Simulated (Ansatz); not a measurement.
This script for a polarisability from point charges of AlH4 (charge -1), SMILES [AlH4-] with Ansatz 0.2.0 through its Python package holds a mistake.

`field_alh4.py`
```python
'''Response of AlH4(-) to a pair of distant point charges.'''

import ansatz as az
import numpy as np

BASIS_SET = 'def2-SVPD'
FUNCTIONAL = 'b3lyp'
CHARGE = 0.5

GEOMETRY = '''
Al   -0.00002    0.00006   -0.00108
H     1.44351   -0.50427    0.55641
H    -1.18297   -0.60450    0.93913
H    -0.20384   -0.51713   -1.53071
H    -0.05667    1.62585    0.03625
'''

molecule = az.Crystal.molecule()
for line in GEOMETRY.strip().splitlines():
    symbol, *xyz = line.split()
    molecule = molecule.atom(symbol, [float(v) for v in xyz])

calculation = (
    molecule.calculation()
    .basis(gaussian=BASIS_SET)  # atom-centred Gaussian functions
    .functional(FUNCTIONAL)
    .charge(CHARGE)  # electrons removed from the neutral system
    .forces()
)
# charges +q and -q at -R and +R make a nearly even field 2 k q / R^2 at the centre
centre = np.mean([site.position_ang for site in molecule.cartesian_sites], axis=0)
field = 2 * 14.399645 * 4.0 / 40.0 ** 2


def dipole(axis, sign):
    arm = 40.0 * np.eye(3)[axis]
    pair = [{'charge': sign * 4.0, 'position_ang': (centre - arm).tolist()}, {'charge': -sign * 4.0, 'position_ang': (centre + arm).tolist()}]
    deck = calculation.input().set(az.key.basis.gaussian.point_charges, pair)
    return np.array(az.Session.from_dict(deck).plan().execute().report['charge_distribution']['dipole_moment_e_ang'])


print(f'field {field:.4f} V/A')
alpha = np.array([(dipole(axis, 1) - dipole(axis, -1)) / (2 * field) * 14.399645 for axis in range(3)])
print('polarisability tensor (A^3)')
print(np.array2string(alpha, precision=3, suppress_small=True))
print(f'mean {np.trace(alpha) / 3:.3f} A^3 = {np.trace(alpha) / 3 / 0.14818471:.2f} bohr^3')
```

Output of `python field_alh4.py`:
```text
field 0.0720 V/A
Traceback (most recent call last):
  File "field_alh4.py", line 43, in <module>
    alpha = np.array([(dipole(axis, 1) - dipole(axis, -1)) / (2 * field) * 14.399645 for axis in range(3)])
                       ~~~~~~^^^^^^^^^
  File "field_alh4.py", line 39, in dipole
    return np.array(az.Session.from_dict(deck).plan().execute().report['charge_distribution']['dipole_moment_e_ang'])
                    ~~~~~~~~~~~~~~~~~~~~^^^^^^
ansatz.RefusalError: invalid value for `total_charge`: a molecule in open space takes a whole number
```

Find the fault and give the corrected script.

The fault: a molecule's charge must be whole. The correction:

```diff
--- before
+++ after
@@ -7,3 +7,3 @@
 FUNCTIONAL = 'b3lyp'
-CHARGE = 0.5
+CHARGE = -1
```

After the fix:

Running `python field_alh4.py` prints:
```text
field 0.0720 V/A
polarisability tensor (A^3)
[[ 7.837 -0.001  0.   ]
 [-0.     7.837  0.   ]
 [ 0.     0.001  7.837]]
mean 7.837 A^3 = 52.89 bohr^3
```

Caveats:
- The geometry is a force-field or estimated start, not a minimum of this method, and the basis set is short of its limit. The field of two point charges is only nearly even.
- b3lyp holds the VWN-RPA fit, as in Gaussian; the form of ORCA and Turbomole is b3lyp5.
- Wall time of the script: 6 s on 1 thread of Arm Neoverse V1, on a shared host, peak memory 0.14 GiB.
